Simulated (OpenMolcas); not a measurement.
**A workflow on BClF (SMILES F[B]Cl)**

Aim: the energy (ROHF/STO-3G), then a single-point energy (CASSCF(3,3)/STO-3G), then the energy (CASPT2(3,3)/STO-3G), then a single-point energy (SC-NEVPT2(3,3)/STO-3G), then a single-point energy (MRCI(3,3)/STO-3G) of BClF. 

Program for the calculation: OpenMolcas 26.06.

**1. The molecule**

The species is BClF (3 atoms), meant as a doublet with charge 0. As SMILES, `F[B]Cl`. The B2–Cl3 distance was set to 4.245 Å, away from the relaxed value. At this shape a bond of the SMILES string is far longer than usual.

Bond lengths: F1–B2 1.321 Å.

**2. A single-point energy at ROHF/STO-3G (run 1)**

step1.input

```
&GATEWAY
BasLib=$CurrDir
Coord
3
bohr
F      0.26692759     6.76798797     0.85975925
B     -1.46617803     5.33687948    -0.22456560
Cl    -0.25462170    -2.59117356    -0.41122330
Basis=STO-3G
Group=NoSym
&SEWARD
&SCF
UHF
Spin=2
Scramble=0.25
PrOrbitals=1 1
&RASSCF
FileOrb=$Project.UnaOrb
Spin=2
Nactel=1 0 0
Inactive=15
Ras2=1
OutOrbitals=Canonical
OrbListing=Nothing
```

The basis set STO-3G is read from a file made from the Basis Set Exchange's data (not shown).

Launch:

```sh
export MOLCAS_MEM=1860
pymolcas step1.input > step1.log
```

The log of the run:

```text
--- Start Module: gateway ---
[...]
--- Stop Module: gateway /rc=_RC_ALL_IS_WELL_ ---
[...]
      Basis functions           19
[...]
--- Start Module: scf ---
[...]
       Convergence after  41 Iterations
[...]
::    Total SCF energy                               -576.8926237943
[...]
      Total spin, S                                     0.5002015627
[...]
--- Stop Module: scf /rc=_RC_ALL_IS_WELL_ ---
[...]
--- Start Module: rasscf ---
[...]
      Number of active orbitals                  1
[...]
      Spin quantum number                      0.5
[...]
      Active orbitals                            1
[...]
      Number of CSFs                             1
[...]
      Number of root(s) required                 1
[...]
      Convergence after  4 iterations
[...]
      printout of CI-coefficients larger than  0.05 for root  1
      energy=    -576.892624
      conf/sym  1     Coeff  Weight
             1  u   1.00000 1.00000
      Natural orbitals and occupation numbers for root  1
      sym 1:   1.000000
      ************************************************************************************************************************
      *                                                    Final results                                                     *
[...]
::    RASSCF root number  1 Total energy:   -576.89262359
[...]
      Total electronic charge=   31.000000
      Total            charge=   -0.000000
[...]
      Dipole Moment (debye):
      Origin of the operator (angstrom)=   -0.1627    0.7877   -0.0042
                   X=  6.0341E-01               Y=  5.1818E-01               Z=  3.7962E-01           Total=  8.8132E-01
      Quadrupole Moment (debye*angstrom):
[...]
--- Stop Module: rasscf /rc=_RC_ALL_IS_WELL_ ---
[...]
```

Run time: 3.9 s. Hardware: 1 thread of Intel Xeon Platinum 8259CL at 2.50GHz (Skylake/Cascade Lake), shared host; peak memory 0.37 GiB.

**3. A single-point energy at CASSCF(3,3)/STO-3G (run 2)**

step2.inp

```
&GATEWAY
BasLib=$CurrDir
Coord
3
bohr
F      0.26692759     6.76798797     0.85975925
B     -1.46617803     5.33687948    -0.22456560
Cl    -0.25462170    -2.59117356    -0.41122330
Basis=STO-3G
Group=NoSym
&SEWARD
&RASSCF
FileOrb=$CurrDir/step1.RasOrb
Spin=2
Nactel=3 0 0
Inactive=14
Ras2=3
OrbListing=Nothing
OrbAppear=Compact
```

The basis set STO-3G is read from a file made from the Basis Set Exchange's data (not shown).

Launch:

```sh
export MOLCAS_MEM=1860
pymolcas step2.inp > step2.log
```

The log of the run:

```text
--- Start Module: gateway ---
[...]
--- Stop Module: gateway /rc=_RC_ALL_IS_WELL_ ---
--- Start Module: seward ---
[...]
      Basis functions           19
--- Stop Module: seward /rc=_RC_ALL_IS_WELL_ ---
--- Start Module: rasscf ---
[...]
      Number of active orbitals                  3
[...]
      Spin quantum number                      0.5
[...]
      Active orbitals                            3
[...]
      Number of CSFs                             8
[...]
      Number of root(s) required                 1
[...]
      Convergence after 11 iterations
[...]
      printout of CI-coefficients larger than  0.05 for root  1
      energy=    -576.909047
      conf/sym  111     Coeff  Weight
             1  2u0  -0.98514 0.97050
             8  0u2  -0.17173 0.02949
      Natural orbitals and occupation numbers for root  1
      sym 1:   1.941004   0.999998   0.058998
      ************************************************************************************************************************
      *                                                    Final results                                                     *
[...]
::    RASSCF root number  1 Total energy:   -576.90904662
[...]
      Total electronic charge=   31.000000
      Total            charge=   -0.000000
[...]
      Dipole Moment (debye):
      Origin of the operator (angstrom)=   -0.1627    0.7877   -0.0042
                   X=  4.7888E-01               Y=  4.1274E-01               Z=  3.0143E-01           Total=  7.0039E-01
      Quadrupole Moment (debye*angstrom):
[...]
--- Stop Module: rasscf /rc=_RC_ALL_IS_WELL_ ---
[...]
```

It took 2.4 s on 1 thread of Intel Xeon Platinum 8259CL at 2.50GHz (Skylake/Cascade Lake), shared host; peak memory 0.37 GiB.

**4. A single-point energy at CASPT2(3,3)/STO-3G (run 3)**

step3.inp

```
>>> EXPORT MOLCAS_PRINT=2
&gateway
baslib
$CurrDir
coord
3
bohr
F      0.26692759     6.76798797     0.85975925
B     -1.46617803     5.33687948    -0.22456560
Cl    -0.25462170    -2.59117356    -0.41122330
basis
STO-3G
group
NoSym
&seward
&rasscf
fileorb
$CurrDir/step2.RasOrb
spin
2
nactel
3 0 0
inactive
14
ras2
3
orblisting
Nothing
orbappear
Compact
&caspt2
imaginary
0.1
frozen
7
```

The basis set STO-3G is read from a file made from the Basis Set Exchange's data (not shown).

Launch:

```sh
export MOLCAS_MEM=1860
pymolcas step3.inp > step3.log
```

The log of the run:

```text
--- Start Module: gateway ---
[...]
--- Stop Module: gateway /rc=_RC_ALL_IS_WELL_ ---
[...]
      Basis functions           19
[...]
--- Start Module: rasscf ---
[...]
      Number of active orbitals                  3
[...]
      Spin quantum number                      0.5
[...]
      Active orbitals                            3
[...]
      Number of CSFs                             8
[...]
      Number of root(s) required                 1
[...]
      Convergence after  4 iterations
[...]
      printout of CI-coefficients larger than  0.05 for root  1
      energy=    -576.909047
      conf/sym  111     Coeff  Weight
             1  2u0  -0.98514 0.97050
             8  0u2  -0.17173 0.02949
      Natural orbitals and occupation numbers for root  1
      sym 1:   1.941005   0.999998   0.058997
      ************************************************************************************************************************
      *                                                    Final results                                                     *
[...]
::    RASSCF root number  1 Total energy:   -576.90904662
[...]
      Total electronic charge=   31.000000
      Total            charge=   -0.000000
[...]
      Dipole Moment (debye):
      Origin of the operator (angstrom)=   -0.1627    0.7877   -0.0042
                   X=  4.7884E-01               Y=  4.1272E-01               Z=  3.0141E-01           Total=  7.0034E-01
      Quadrupole Moment (debye*angstrom):
[...]
--- Stop Module: rasscf /rc=_RC_ALL_IS_WELL_ ---
--- Start Module: caspt2 ---
[...]
 ###    WARNING: User changed nr of frozen orbitals.                         ###
 ###############################################################################
[...]
      E2 (Variational):          -0.0539840535
      Total energy:            -576.9630306706
[...]
      Reference weight:           0.97357
[...]
::    CASPT2 Root  1     Total energy:   -576.96303067
[...]
--- Stop Module: caspt2 /rc=_RC_ALL_IS_WELL_ ---
[...]
```

It took 2.3 s on 1 thread of Intel Xeon Platinum 8259CL at 2.50GHz (Skylake/Cascade Lake), shared host; peak memory 0.37 GiB.

**5. A single-point energy at SC-NEVPT2(3,3)/STO-3G (run 4)**

step4.inp

```
&GATEWAY
 BasLib = $CurrDir
 Coord
 3
 bohr
 F      0.26692759     6.76798797     0.85975925
 B     -1.46617803     5.33687948    -0.22456560
 Cl    -0.25462170    -2.59117356    -0.41122330
 Basis = STO-3G
 Group = NoSym

&SEWARD

&RASSCF
 FileOrb = $CurrDir/step2.RasOrb
 Spin = 2
 Nactel = 3 0 0
 Inactive = 14
 Ras2 = 3
 OrbListing = Nothing
 OrbAppear = Compact

&CASPT2
 SC-NEVPT2
 Frozen = 7
```

The basis set STO-3G is read from a file made from the Basis Set Exchange's data (not shown).

Launch:

```sh
export MOLCAS_MEM=1860
pymolcas step4.inp > step4.log
```

The log of the run:

```text
--- Start Module: gateway ---
[...]
--- Stop Module: gateway /rc=_RC_ALL_IS_WELL_ ---
[...]
      Basis functions           19
[...]
--- Start Module: rasscf ---
[...]
      Number of active orbitals                  3
[...]
      Spin quantum number                      0.5
[...]
      Active orbitals                            3
[...]
      Number of CSFs                             8
[...]
      Number of root(s) required                 1
[...]
      Convergence after  4 iterations
[...]
      printout of CI-coefficients larger than  0.05 for root  1
      energy=    -576.909047
      conf/sym  111     Coeff  Weight
             1  2u0  -0.98514 0.97050
             8  0u2  -0.17173 0.02949
      Natural orbitals and occupation numbers for root  1
      sym 1:   1.941005   0.999998   0.058997
      ************************************************************************************************************************
      *                                                    Final results                                                     *
[...]
::    RASSCF root number  1 Total energy:   -576.90904662
[...]
      Total electronic charge=   31.000000
      Total            charge=   -0.000000
[...]
      Dipole Moment (debye):
      Origin of the operator (angstrom)=   -0.1627    0.7877   -0.0042
                   X=  4.7884E-01               Y=  4.1272E-01               Z=  3.0141E-01           Total=  7.0034E-01
      Quadrupole Moment (debye*angstrom):
[...]
--- Stop Module: rasscf /rc=_RC_ALL_IS_WELL_ ---
--- Start Module: caspt2 ---
[...]
 ###    WARNING: User changed nr of frozen orbitals.                         ###
 ###############################################################################
[...]
      E2 (Variational):          -0.0503908632
[...]
      E2 (Variational):          -0.0503865813
      Total energy:            -576.9594331984
[...]
      Reference weight:           0.97718
[...]
::    SC-NEVPT2 Root  1     Total energy:   -576.95943320
[...]
--- Stop Module: caspt2 /rc=_RC_ALL_IS_WELL_ ---
[...]
```

Run time: 2.3 s. Hardware: 1 thread of Intel Xeon Platinum 8259CL at 2.50GHz (Skylake/Cascade Lake), shared host; peak memory 0.37 GiB.

**6. A single-point energy at MRCI(3,3)/STO-3G (run 5)**

step5.input

```
* BClF MRCI
&GATEWAY
BASLIB
$CurrDir
COORD
3
bohr
F      0.26692759     6.76798797     0.85975925
B     -1.46617803     5.33687948    -0.22456560
Cl    -0.25462170    -2.59117356    -0.41122330
BASIS
STO-3G
GROUP
NoSym
&SEWARD
&RASSCF
FILEORB
$CurrDir/step2.RasOrb
SPIN
2
NACTEL
3 0 0
INACTIVE
14
RAS2
3
ORBLISTING
Nothing
ORBAPPEAR
Compact
&MOTRA
LUMORB
FROZEN
7
&GUGA
ELECTRONS
17
SPIN
2
INACTIVE
7
ACTIVE
3
CIALL
1
&MRCI
SDCI
```

The basis set STO-3G is read from a file made from the Basis Set Exchange's data (not shown).

Launch:

```sh
export MOLCAS_MEM=1860
pymolcas step5.input > step5.log
```

The log of the run:

```text
--- Start Module: gateway ---
[...]
--- Stop Module: gateway /rc=_RC_ALL_IS_WELL_ ---
[...]
      Basis functions           19
[...]
      Number of active orbitals                  3
[...]
      Spin quantum number                      0.5
[...]
      Active orbitals                            3
[...]
      Number of CSFs                             8
[...]
      Number of root(s) required                 1
[...]
      Convergence after  4 iterations
[...]
      printout of CI-coefficients larger than  0.05 for root  1
      energy=    -576.909047
      conf/sym  111     Coeff  Weight
             1  2u0  -0.98514 0.97050
             8  0u2  -0.17173 0.02949
      Natural orbitals and occupation numbers for root  1
      sym 1:   1.941005   0.999998   0.058997
      ************************************************************************************************************************
      *                                                    Final results                                                     *
[...]
::    RASSCF root number  1 Total energy:   -576.90904662
[...]
      Dipole Moment (debye):
      Origin of the operator (angstrom)=   -0.1627    0.7877   -0.0042
                   X=  4.7884E-01               Y=  4.1272E-01               Z=  3.0141E-01           Total=  7.0034E-01
      Quadrupole Moment (debye*angstrom):
[...]
      *** WARNING: Default frozen orbitals is overwritten by user input.
      *** Default values:   7
[...]
--- Start Module: guga ---
[...]
--- Stop Module: guga /rc=_RC_ALL_IS_WELL_ ---
--- Start Module: mrci ---
[...]
       (But an ACPF correction will be computed)
       USE THE DEFAULT ACPF G-VALUE GFAC=  0.11764705882352941
[...]
                      CI ENERGY:  -576.97445438
[...]
                ACPF CORRECTION:    -0.00347091
[...]
      Total electronic charge=   31.000000
      Total            charge=   -0.000000
[...]
     ACPF CORRECTION:     -0.00347091
[...]
  CI State   1     Total energy:   -576.97445438     QDav:     -0.00396173     QACPF:     -0.00347091
[...]
--- Stop Module: mrci /rc=_RC_ALL_IS_WELL_ ---
[...]
```

It took 2.8 s on 1 thread of Intel Xeon Platinum 8259CL at 2.50GHz (Skylake/Cascade Lake), shared host; peak memory 0.37 GiB.

**7. Summary of results**

```
                                                    quantity          value
                            run 1, ROHF/STO-3G: total energy  -576.89262 Eh
                           run 1, ROHF/STO-3G: dipole moment         0.88 D
                     run 2, CASSCF(3,3)/STO-3G: total energy  -576.90905 Eh
   run 2, CASSCF(3,3)/STO-3G: dipole moment (CASSCF density)         0.70 D
                     run 3, CASPT2(3,3)/STO-3G: total energy  -576.96303 Eh
   run 3, CASPT2(3,3)/STO-3G: dipole moment (CASSCF density)         0.70 D
                  run 4, SC-NEVPT2(3,3)/STO-3G: total energy  -576.95943 Eh
run 4, SC-NEVPT2(3,3)/STO-3G: dipole moment (CASSCF density)         0.70 D
                       run 5, MRCI(3,3)/STO-3G: total energy  -576.97445 Eh
     run 5, MRCI(3,3)/STO-3G: dipole moment (CASSCF density)         0.70 D
```

**Reading.** Mulliken charges (run 2, CASSCF(3,3)/STO-3G) run from -0.19 on F1 to +0.19 on B2. Mulliken charges (run 3, CASPT2(3,3)/STO-3G) of the CASSCF density run from -0.19 on F1 to +0.19 on B2; they depend strongly on the basis. Mulliken charges (run 4, SC-NEVPT2(3,3)/STO-3G) of the CASSCF density run from -0.19 on F1 to +0.19 on B2; they depend strongly on the basis. Mulliken charges (run 5, MRCI(3,3)/STO-3G) of the CASSCF density run from -0.19 on F1 to +0.19 on B2; they depend strongly on the basis.
